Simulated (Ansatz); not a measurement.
A structure relaxed at PBE0-D4/def2-TZVP in Ansatz, charge 0, singlet:

```xyz
4

B    -0.364   -0.212   -0.285
O     0.244    0.161    0.827
O    -0.960   -0.575   -1.275
H     1.079    0.626    0.733
```

Q: Give its formula and point group.

A: the cluster BO2H (the lowest singlet isomer of a short search). Point group Cs (tolerance 0.1 Å).

Q: Summarise the bond lengths by kind (pairs closer than 1.2 times the sum of covalent radii, bridged metal pairs left out).

A: 2 × B–O 1.21 to 1.32 Å; 1 × H–O 0.96 Å.

The structure comes from a short search, and lower isomers may exist.
